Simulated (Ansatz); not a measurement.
**CH₃OS+ (SMILES OC=[SH+]): functionals against CCSD(T) at one geometry**

An exercise on one series of results from a longer session: the logs are not shown, and one member is left open.

The runs use Ansatz 0.2.0, Gaussian basis; single points in def2-TZVPP.

Cores are frozen in the correlated methods.

## Where the work starts

SMILES `OC=[SH+]`, 6 atoms, charge 1, spin multiplicity 1.

Atoms are counted from 1 here; the program's logs count them from 0.

Bond lengths: O1–C2 1.292 Å, O1–H4 0.983 Å, C2–S3 1.675 Å, C2–H5 1.055 Å, S3–H6 1.373 Å. Angles: C2–O1–H4 116.0°, O1–C2–S3 116.3°, O1–C2–H5 121.8°, S3–C2–H5 121.8°, C2–S3–H6 96.7°.

As a file:

```xyz
6
charge 1, multiplicity 1
O    -0.7892   -0.9622   -0.5283
C    -0.0686    0.0287   -0.1169
S     0.8488   -0.2407    1.2578
H    -1.3210   -0.8008   -1.3394
H    -0.0759    0.9627   -0.6068
H     1.3906    1.0180    1.3388
```

Set-up of the first run:

The input, run/in.yaml:

```yaml
crystal:
  periodic: [false, false, false]
  atoms:
    - {symbol: O, position_ang: [-0.789200, -0.962200, -0.528300]}
    - {symbol: C, position_ang: [-0.068600, 0.028700, -0.116900]}
    - {symbol: S, position_ang: [0.848800, -0.240700, 1.257800]}
    - {symbol: H, position_ang: [-1.321000, -0.800800, -1.339400]}
    - {symbol: H, position_ang: [-0.075900, 0.962700, -0.606800]}
    - {symbol: H, position_ang: [1.390600, 1.018000, 1.338800]}
basis:
  gaussian: {orbitals: def2-TZVPP}
total_charge: 1
correlation: {method: ccsd_t}
output: {forces: true}
```

The command line of these runs was not kept.

Among the steps run: CCSD(T)/def2-TZVPP; PBE0-D4/def2-TZVPP; wB97M-V/def2-TZVPP; r2SCAN-D4/def2-TZVPP; PBE-D4/def2-TZVPP; revPBE-D4/def2-TZVPP; BHLYP-D4/def2-TZVPP.

One table of the session follows, with a row left open; its other results are not shown here.

```
   method  RMS force component (eV/Å)  angle to CCSD(T) forces (°)
  CCSD(T)                       0.530                    reference
  PBE0-D4                           ?                            ?
  wB97M-V                       0.604                         15.5
r2SCAN-D4                       0.551                         10.9
   PBE-D4                       0.526                         23.1
revPBE-D4                       0.510                         25.9
 BHLYP-D4                       0.783                         29.5
```

**Question.** Estimate the row for PBE0-D4.

**Answer.** RMS force component (eV/Å): 0.657; angle to CCSD(T) forces (°): 19.5. In the column «RMS force component (eV/Å)» it lies between wB97M-V (0.604) and BHLYP-D4 (0.783).
